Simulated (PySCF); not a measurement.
Simulated outer-valence photoelectron spectrum of `F/C=C\CCl`. Computed with EOM-IP-CCSD/aug-cc-pVDZ in PySCF, restricted Hartree–Fock reference, frozen core, non-relativistic, gas phase, PBE0-D3(BJ)/def2-SVP geometry.

Each root has a Gaussian of 0.3 eV full width with its one-hole share as area; cross sections and vibrations are left out, and the highest printed point is 100.

```csv
ionisation energy (eV),intensity
9.8,1
10.0,20
10.2,67
10.4,19
10.6,1
10.8,10
11.0,82
11.2,100
11.4,20
11.6,0
11.8,0
12.0,0
12.2,0
12.4,0
12.6,0
12.8,0
13.0,0
13.2,0
13.4,1
13.6,28
13.8,65
14.0,42
14.2,66
14.4,51
14.6,57
14.8,7
15.0,0
15.2,2
15.4,39
15.6,57
15.8,7
16.0,0
16.2,0
16.4,0
16.6,0
16.8,0
17.0,19
17.2,66
17.4,19
17.6,0
```

**Question.** Where are the maxima, and how many lines lie under the curve?

**Answer.** 7 maxima, at 10.2, 11.1, 13.8, 14.2, 14.5, 15.5 and 17.2 eV, from 8 lines. At this width some lines have no maximum of their own.

**Question.** List the lines with their holes.

**Answer.** 
```json
{"E (eV)": "10.20", "leading hole (HF orbital)": "HOMO", "area": "0.96", "Koopmans (eV)": "10.45"}
{"E (eV)": "11.05", "leading hole (HF orbital)": "HOMO-1", "area": "0.96", "Koopmans (eV)": "11.92"}
{"E (eV)": "11.20", "leading hole (HF orbital)": "HOMO-2", "area": "0.96", "Koopmans (eV)": "12.08"}
{"E (eV)": "13.77", "leading hole (HF orbital)": "HOMO-3", "area": "0.95", "Koopmans (eV)": "14.96"}
{"E (eV)": "14.16", "leading hole (HF orbital)": "HOMO-4", "area": "0.95", "Koopmans (eV)": "15.44"}
{"E (eV)": "14.53", "leading hole (HF orbital)": "HOMO-5", "area": "0.95", "Koopmans (eV)": "15.98"}
{"E (eV)": "15.53", "leading hole (HF orbital)": "HOMO-6", "area": "0.94", "Koopmans (eV)": "17.29"}
{"E (eV)": "17.20", "leading hole (HF orbital)": "HOMO-7", "area": "0.94", "Koopmans (eV)": "19.01"}
```

The widest gap, 2.57 eV, lies between 11.20 and 13.77 eV. Only orbitals with −ε under 21 eV, eight at most, were ionised, so the high end of the curve may lack lines.

The values belong to the conformer `[F:1]/[CH:2]=[CH:3]\[CH2:4][Cl:5]`: C2–C3–C4–Cl5 119°.
